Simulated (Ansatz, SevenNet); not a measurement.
For hexagonal BN, the machine-learned potential SevenNet-l3i5 (trained on PBE and PBE+U data) gives:

```
Property              Result
-------------------  -------
lattice parameter a  2.512 Å
lattice parameter c  8.171 Å
```

Q: What does PBE0-D3(BJ) (Ansatz, an electronic-structure program, plane waves, PAW) give for the same quantities?

A: 
- lattice constant a: 2.490 Å (decreases by 0.9 %)
- lattice parameter c: 6.480 Å (decreases by 21 %)

For comparison: lattice constant a 2.504 Å (measured, 297 K, not corrected to a static lattice; as tabulated in Ioffe Institute, New Semiconductor Materials archive); lattice parameter c 6.661 Å (measured, 297 K, not corrected to a static lattice; as tabulated in Ioffe Institute, New Semiconductor Materials archive).

Changes are worked out from the printed values.

Unless a cell is named, each level is at its own relaxed cell (SevenNet-l3i5 11.16, PBE0-D3(BJ) 8.70 Å³/atom).

Ansatz's density-functional and Hartree–Fock values are scalar-relativistic unless marked +SOC, with PAW data made under PBE.
